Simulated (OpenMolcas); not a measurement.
# LiNH2 (SMILES [Li][NH2]): the vertical ionisation energy from total energies

LiNH2 has 4 atoms, charge 0, and is taken as a singlet. As SMILES, `[Li][NH2]`. The shape comes from GFN2-xTB, which is rough for such elements, and wasn't checked as a minimum.

```xyz
4

Li   -1.5648   -0.1841   -0.1481
N     0.1042    0.0115    0.0108
H     0.6998    0.7170   -0.4118
H     0.7608   -0.5444    0.5491
```

Both states at this one shape; open shells run unrestricted unless said. 1 Eh = 27.2114 eV.

```tsv
level	program	singlet LiNH2 (Eh)	doublet [LiNH2]+ (Eh)	HOMO of the first (eV)
HF/STO-3G	OpenMolcas	-62.205286	-62.068730	-6.18
SVWN5/STO-3G	OpenMolcas	-62.002062	-61.775889	-1.98
PBE/STO-3G	OpenMolcas	-62.517947	-62.300604	-1.92
B3LYP/STO-3G	OpenMolcas	-62.618168	-62.404561	-2.96
```

**Question.** Work out the vertical ionisation energy at each level.

**Answer.** 
1. HF/STO-3G: -62.068730 − (-62.205286) = 0.136556 Eh = 3.72 eV; −ε(HOMO) = 6.18 eV.
2. SVWN5/STO-3G: -61.775889 − (-62.002062) = 0.226173 Eh = 6.15 eV; −ε(HOMO) = 1.98 eV.
3. PBE/STO-3G: -62.300604 − (-62.517947) = 0.217343 Eh = 5.91 eV; −ε(HOMO) = 1.92 eV.
4. B3LYP/STO-3G: -62.404561 − (-62.618168) = 0.213607 Eh = 5.81 eV; −ε(HOMO) = 2.96 eV.

No measured value is set beside it here; the levels span 3.72 to 6.15 eV. In Hartree–Fock, −ε(HOMO) (Koopmans) exceeds the difference of totals by the orbital relaxation of the ion. In semi-local functionals −ε(HOMO) lies far under the ionisation energy, a result of self-interaction, while the difference of totals does much better. Hartree–Fock favours the state with fewer electron pairs, since it lacks pair correlation. Minimal sets are far from the basis-set limit.
